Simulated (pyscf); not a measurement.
`[CH2]=[CH][C]#[N]` → `[NH]=[C]1[CH]=[CH]1`, a rearrangement (singlet surface; C–H broken, C–C, H–N formed). Optimised with ωB97X-D3(BJ)/def2-SVP in PySCF. Correlated levels are frozen-core, on RHF or UHF. ΔMP2 is the change of the MP2 total energy from the triple- to the quadruple-zeta basis. Energies in kcal/mol from the reactant's lowest minimum found.

Small-basis levels: PySCF, no dispersion term, spherical d functions. AM1 to PM7: differences of heats of formation from MOPAC. Cost: rough CPU time at the saddle relative to B3LYP/6-31G*, from one job on a shared machine.

```tsv
level	barrier	reaction energy	cost
HF/STO-3G	(withheld)	+68.1	0.06
MP2/6-31G*	124.4	+54.3	0.1
B3LYP/STO-3G	(withheld)	+61.3	0.6
B3LYP/6-311+G**	110.8	+47.8	2
AM1	144.6	+55.5	under 0.02
PM3	132.0	+45.9	under 0.02
PM7	139.6	+52.2	under 0.02
CCSD(T)/def2-TZVPP + ΔMP2(QZVPP)	(withheld)	+49.9	–
```

Q: Complete the blanks.

A: 
- HF/STO-3G, barrier: 167.4
- B3LYP/STO-3G, barrier: 151.0
- CCSD(T)/def2-TZVPP + ΔMP2(QZVPP), barrier: 112.4

Against the last row the barrier runs from -1.5 (B3LYP/6-311+G**) to +55.0 kcal/mol (HF/STO-3G). CCSD(T)/def2-TZVPP + ΔMP2(QZVPP) has limits of its own. This is the saddle that the search found; another between the same sides may lie lower. The CCSD(T) − MP2 part came from Ansatz, without density fitting, on the same reference.
